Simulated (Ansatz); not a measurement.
Compare A (`CB[O]`•) with its isomer B (`[BH]OC`•).

Computed with Ansatz on PBE0-D4/def2-TZVP structures; ΔE is electronic, products minus reactants. CBS: MP2 limit from def2 TZ/QZ plus the TZ coupled-cluster correction, frozen cores. This one scheme is used for every species. Functionals use def2-TZVPP. No spin–orbit coupling; open shells (•) take unrestricted orbitals.

(1) Which isomer does CCSD(T)/CBS put lower? Give the gap. (An estimate is asked.)

(2) Give E(B) − E(A) in kJ/mol with PBE-D4, HF/def2-TZVPP, CCSD/def2-TZVPP, BLYP-D4, CCSD(T)/def2-TZVPP, CCSD(T)/def2-SVP, LDA (SPW92). (An estimate is asked.)

(3) Does the order hold for the free energy at 298.15 K (harmonic terms from PBE0-D4)? (Best estimate.)

Largest T1 diagnostic: 0.032.

## Answers

(1) Ansatz gave: A, by 98.9 kJ/mol.

(2) Computed: PBE-D4 120.8, HF/def2-TZVPP 117.9, CCSD/def2-TZVPP 102.9, BLYP-D4 124.1, CCSD(T)/def2-TZVPP 102.3, CCSD(T)/def2-SVP 107.9, LDA (SPW92) 113.9. None reverses the order clearly.

(3) Ansatz gave: Yes: G(B) − G(A) = +107.4 kJ/mol.

At CCSD(T), def2-SVP lies +9.0 kJ/mol from the extrapolated value and def2-TZVPP +3.4 kJ/mol. From PBE to PBE0 (25 % exact exchange), in def2-TZVPP and without D4, E(B) − E(A) moves by −9.9 kJ/mol.
